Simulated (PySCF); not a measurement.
Work out the structure from these simulated measurements.

Elements present: C, F and H. Monoisotopic mass: 64.0125 u.

| Quantity | Value |
| --- | --- |
| Dipole | 2.34 D [PBE0/pcSseg-1] |
| NMR, other nuclei | isotropic shieldings of nuclei other than C and H, by class: 336 (2 F) ppm [GIAO PBE0/pcSseg-1] |
| 13C NMR | chemical shifts (computed TMS as zero) by class: 143.8 (2 C) ppm [GIAO PBE0/pcSseg-1] |
| Couplings | largest of the computed one-bond spin–spin couplings (means over like bonds): 19F–13C -337.7 (×2), 13C–1H +208.9 (×2), 13C–13C +108.4 Hz [B3LYP/pcJ-1] |
| 1H NMR | chemical shifts (computed TMS as zero) by class: 6.20 (2 H) ppm [GIAO PBE0/pcSseg-1] |
| Rotational structure | rotational constants A, B, C: 21.821, 5.814, 4.591 GHz [PBE0-D3(BJ)/def2-SVP] |

Gas-phase values; electronic properties from PySCF, density fitting. Levels stand in brackets. Geometry: PBE0-D3(BJ)/def2-SVP; no solvent, vibrations or thermal averaging. Each NMR value is the plain mean over a class of atoms that symmetry, rotation or inversion makes alike.

**Question.** Which formula fits the mass and the elements?

**Answer.** C2H2F2 (calculated 64.0125). No other formula that holds each of these elements comes within 0.0003 u with a fitting electron parity and a possible valence count.

**Question.** Propose a structure and show how it fits.

**Answer.** Numbering: `[F:1]/[CH:2]=[CH:3]\[F:4]`. Its formula, C2H2F2, gives 1 degree of unsaturation: 0 rings and 1 π bond in the structure found. 2 carbons fall into 1 class: vinylic C–F carbon [C2/C3] (143.8 ppm, 2 C). All hydrogens form one class (6.20 ppm): vinylic hydrogen. The other shieldings belong to: 336 ppm, vinyl fluorine [F1/F4]. The couplings run between: -337.7 Hz, vinyl fluorine [F1] and vinylic C–F carbon [C2] (with 1 like pair); +208.9 Hz, vinylic C–F carbon [C2] and its hydrogen (with 1 like pair); +108.4 Hz, vinylic C–F carbon [C2] and vinylic C–F carbon [C3]. The optimised geometry has point group C2v and is an asymmetric top. Structure: `F/C=C\F`. The assignments are read from this structure; whether some other isomer fits the data as well wasn't checked.
